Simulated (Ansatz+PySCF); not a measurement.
A calculation with Ansatz (development build ahead of 0.2.0).

```yaml
crystal:
  periodic: [false, false, false]
  atoms:
    - { symbol: B, position_ang: [0.0, 0.0, 0.0] }
    - { symbol: "N", position_ang: [0.0, 0.0, 2.7] }
basis:
  gaussian: { orbitals: "6-31G" }
hamiltonian:
  xc: hf
correlation:
  method: fci
  frozen_orbitals: { B: 1, "N": 1 }
```

The input is written out in the form of the current development build from the run's settings.

Results

* Converged: yes
* Total energy: -78.90903 hartree
* State: lowest singlet root, of any spatial symmetry

Caution: another spin multiplicity may lie lower.
